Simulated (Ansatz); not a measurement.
Results of BLYP (plane waves, PAW; Ansatz, a program for electronic structure) for pyrite RuS₂.

Settings: plane-wave cutoff 520 eV, 6×6×6 k mesh, Fermi–Dirac smearing 0.01 eV, no spin polarisation, scalar-relativistic PAW data made under PBE.

Cell (relaxed at this level):

```cif
data_Ru4S8
_chemical_formula_sum 'Ru4 S8'
_space_group_name_H-M_alt 'P 1'
_space_group_IT_number 1
_cell_length_a 5.77074
_cell_length_b 5.77074
_cell_length_c 5.77074
_cell_angle_alpha 90.000
_cell_angle_beta 90.000
_cell_angle_gamma 90.000
loop_
_space_group_symop_operation_xyz
  'x, y, z'
loop_
_atom_site_label
_atom_site_type_symbol
_atom_site_fract_x
_atom_site_fract_y
_atom_site_fract_z
_atom_site_occupancy
Ru1 Ru 0.00000 0.50000 0.50000 1
Ru2 Ru 0.50000 0.00000 0.50000 1
Ru3 Ru 0.00000 0.00000 0.00000 1
Ru4 Ru 0.50000 0.50000 0.00000 1
S1 S 0.61356 0.88644 0.11356 1
S2 S 0.11356 0.61356 0.88644 1
S3 S 0.61356 0.61356 0.61356 1
S4 S 0.38644 0.38644 0.38644 1
S5 S 0.88644 0.11356 0.61356 1
S6 S 0.88644 0.38644 0.11356 1
S7 S 0.11356 0.88644 0.38644 1
S8 S 0.38644 0.11356 0.88644 1
```

### Question
Give the computed bulk modulus, band gap, smallest direct gap on the k points sampled and pressure derivative B′ of the bulk modulus.

### Answer

bulk modulus: 141 GPa
band gap: 0.63 eV
smallest direct gap on the k points sampled: 0.84 eV
pressure derivative B′ of the bulk modulus: 4.9

Note: the bulk modulus comes from volumes at which shape and atoms were relaxed.

Spin–orbit coupling is not included.
